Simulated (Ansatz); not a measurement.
System (SMILES): Cl[B]Cl, doublet.
Atoms: B1, Cl2, Cl3. Bonds: B1-Cl2, B1-Cl3.

How fast the optimised B1-Cl2 bond length converges with the basis for several methods (Ansatz, a program for electronic structure): deviation from each method's own reference, in Å. References: HF 1.7297 Å, the value in def2-QZVPPD; MP2 1.7191 Å, the value in def2-QZVPP; PBE 1.7280 Å, the value in def2-QZVPPD; PBE0 1.7179 Å, the value in def2-QZVPPD. Cartesian d functions, on some or all atoms, in 6-31G*; all else is spherical. In correlated methods cores are frozen. Open shells are unrestricted. No added dispersion term, no relativity. The reference of a correlated method is not its basis-set limit, which lies further on.

```tsv
basis	functions	HF	MP2	PBE	PBE0
def2-SVP	50	0.0080	0.0076	0.0108	0.0103
6-31G*	53	0.0050	0.0035	0.0137	0.0107
cc-pV(D+d)Z	60	0.0083	0.0156	0.0129	0.0114
def2-TZVPP	115	0.0013	0.0026	0.0022	0.0020
6-311++G(3df,3pd)	133	-0.0004	0.0009	-0.0008	-0.0007
jun-cc-pV(T+d)Z	135	0.0015	0.0037	0.0008	0.0010
def2-TZVPPD	139	0.0011	0.0028	0.0015	0.0014
cc-pV(Q+d)Z	183	0.0002	-0.0003	0.0000	0.0001
```

Mean absolute deviation over def2-TZVPP, 6-311++G(3df,3pd), jun-cc-pV(T+d)Z, def2-TZVPPD: HF 0.0011, PBE0 0.0013, PBE 0.0013, MP2 0.0025 Å.
